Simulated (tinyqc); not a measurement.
Worked calculation: G0W0 on RHF in the sto-3g basis, for H2O, spin multiplicity 1. One step of it, computed by the program tinyqc.

Question. G0W0 on Hartree-Fock: LUMO. W(p,q,m) = sqrt2 sum_ia (pq|ia) (X+Y)_ia,m; Sigma_c(x) = sum_(i,m) W^2/(x - e_i + w_m) + sum_(a,m) W^2/(x - e_a - w_m); solve x = e_p + Sigma_c(x) by Newton steps; Z = 1/(1 - dSigma/dx); 1 hartree = 27.211386 eV.

orbital energies (hartree): MO1 -20.249906, MO2 -1.179361, MO3 -0.535883, MO4 -0.396851, MO5 -0.376240, MO6 0.399820, MO7 0.570609

Two-electron integrals over orbitals (pq|rs), unique and non-zero (hartree):
```
(11|11) 4.747181    (21|11) -0.433719   (21|21) 0.062507    (22|11) 1.027277
(22|21) -0.016114   (22|22) 0.723564    (31|31) 0.009905    (32|31) 0.015924
(32|32) 0.126140    (33|11) 0.736332    (33|21) -0.004610   (33|22) 0.597907
(33|33) 0.574207    (41|11) 0.147617    (41|21) -0.019871   (41|22) 0.010576
(41|33) 0.004712    (41|41) 0.023476    (42|11) -0.140813   (42|21) 0.007171
(42|22) -0.031447   (42|33) 0.003325    (42|41) 0.020214    (42|42) 0.131086
(43|31) -0.001718   (43|32) 0.031585    (43|43) 0.055995    (44|11) 0.939202
(44|21) -0.010974   (44|22) 0.666067    (44|33) 0.553969    (44|41) -0.008890
(44|42) -0.094468   (44|44) 0.701264    (51|51) 0.025951    (52|51) 0.033527
(52|52) 0.152690    (53|53) 0.024957    (54|51) -0.010611   (54|52) -0.039929
(54|54) 0.046055    (55|11) 1.115360    (55|21) -0.012319   (55|22) 0.757880
(55|33) 0.585725    (55|41) 0.004131    (55|42) -0.076770   (55|44) 0.691288
(55|55) 0.880159    (61|11) 0.193102    (61|21) -0.029168   (61|22) 0.003663
(61|33) -0.000074   (61|41) -0.003738   (61|42) -0.019870   (61|44) 0.014226
(61|55) 0.005345    (61|61) 0.023495    (62|11) -0.255714   (62|21) 0.006395
(62|22) -0.124764   (62|33) -0.056416   (62|41) -0.017905   (62|42) -0.036192
(62|44) -0.064767   (62|55) -0.136835   (62|61) 0.008773    (62|62) 0.090222
(63|31) -0.001894   (63|32) 0.044815    (63|43) 0.043699    (63|63) 0.086184
(64|11) -0.272546   (64|21) 0.003541    (64|22) -0.134486   (64|33) -0.045475
(64|41) -0.002617   (64|42) 0.038597    (64|44) -0.132849   (64|55) -0.152560
(64|61) -0.000584   (64|62) 0.063665    (64|64) 0.097506    (65|51) -0.012878
(65|52) -0.050731   (65|54) -0.007004   (65|65) 0.032642    (66|11) 0.741784
(66|21) -0.007110   (66|22) 0.570566    (66|33) 0.531703    (66|41) 0.016648
(66|42) 0.047958    (66|44) 0.529758    (66|55) 0.557938    (66|61) -0.007644
(66|62) -0.080672   (66|64) -0.049725   (66|66) 0.559519    (71|31) 0.014093
(71|32) 0.021681    (71|43) -0.002462   (71|63) -0.002210   (71|71) 0.020079
(72|31) 0.015020    (72|32) 0.060083    (72|43) -0.024656   (72|63) -0.026432
(72|71) 0.020453    (72|72) 0.071899    (73|11) 0.375697    (73|21) -0.006847
(73|22) 0.176928    (73|33) 0.087472    (73|41) 0.000027    (73|42) -0.068850
(73|44) 0.149065    (73|55) 0.208395    (73|61) 0.004970    (73|62) -0.068135
(73|64) -0.100919   (73|66) 0.042861    (73|73) 0.158010    (74|31) -0.007174
(74|32) -0.066459   (74|43) -0.014678   (74|63) -0.059061   (74|71) -0.010259
(74|72) -0.018084   (74|74) 0.067108    (75|53) 0.024050    (75|75) 0.026346
(76|31) -0.007465   (76|32) -0.086266   (76|43) -0.065779   (76|63) -0.076675
(76|71) -0.010475   (76|72) -0.001460   (76|74) 0.058751    (76|76) 0.116473
(77|11) 0.850058    (77|21) -0.009371   (77|22) 0.610117    (77|33) 0.571954
(77|41) 0.003214    (77|42) -0.023607   (77|44) 0.579445    (77|55) 0.613312
(77|61) 0.004001    (77|62) -0.060522   (77|64) -0.057136   (77|66) 0.537122
(77|73) 0.107885    (77|77) 0.596441
```

excitation energies w (hartree): 0.838807  0.896970  0.980804  0.998152  1.192160  1.376767  1.797956  1.890926  20.696665  20.860649

X + Y:
```
            1          2         3         4          5          6          7          8
1>6  0.000000  -0.000054  0.000000  0.000000   0.000000  -0.001424  -0.001252   0.000000
1>7  0.000000   0.000000  0.001345  0.000000   0.001056   0.000000   0.000000  -0.003854
2>6  0.000000  -0.096393  0.000000  0.000000   0.000000   0.366047   0.878113   0.000000
2>7  0.000000   0.000000  0.083004  0.000000  -0.016327   0.000000   0.000000   0.960059
3>6  0.000000   0.000000  0.690169  0.000000  -0.625097   0.000000   0.000000  -0.037652
3>7  0.000000   0.331940  0.000000  0.000000   0.000000   0.810190  -0.240438   0.000000
4>6  0.000000   0.896750  0.000000  0.000000   0.000000  -0.196077   0.111698   0.000000
4>7  0.000000   0.000000  0.700062  0.000000   0.638250   0.000000   0.000000  -0.024550
5>6  0.961871   0.000000  0.000000  0.000000   0.000000   0.000000   0.000000   0.000000
5>7  0.000000   0.000000  0.000000  0.973962   0.000000   0.000000   0.000000   0.000000

             9         10
1>6   0.998865   0.000000
1>7   0.000000   0.999037
2>6   0.000130   0.000000
2>7   0.000000   0.000331
3>6   0.000000  -0.000019
3>7   0.000051   0.000000
4>6  -0.000004   0.000000
4>7   0.000000  -0.000091
5>6   0.000000   0.000000
5>7   0.000000   0.000000
```

Give: The 12 largest terms at x = e_p; Newton steps; quasiparticle energy of the LUMO; Hartree-Fock value.

Answer.

The 12 largest terms at x = e_p (hartree; W for the signs of X + Y given):

| q | m | W | term |
|---|---|---|---|
| 7 | 5 | 0.1208 | -0.0107 |
| 6 | 7 | -0.1226 | -0.0084 |
| 3 | 5 | -0.1289 | 0.0078 |
| 4 | 7 | 0.1288 | 0.0064 |
| 2 | 7 | 0.1453 | 0.0062 |
| 4 | 6 | -0.1097 | 0.0055 |
| 4 | 2 | 0.0676 | 0.0027 |
| 5 | 1 | 0.0444 | 0.0012 |
| 6 | 2 | -0.0319 | -0.0011 |
| 2 | 6 | -0.0490 | 0.0008 |
| 2 | 2 | 0.0365 | 0.0005 |
| 3 | 8 | -0.0384 | 0.0005 |

Newton steps (hartree):

| step | x | Sigma_c(x) | Z |
|---|---|---|---|
| 0 | 0.3998 | 0.0113 | 0.9728 |
| 1 | 0.4108 | 0.0110 | 0.9727 |
| 2 | 0.4108 | 0.0110 | 0.9727 |

quasiparticle energy of the LUMO = 11.1784 eV

Hartree-Fock value = 10.8797 eV
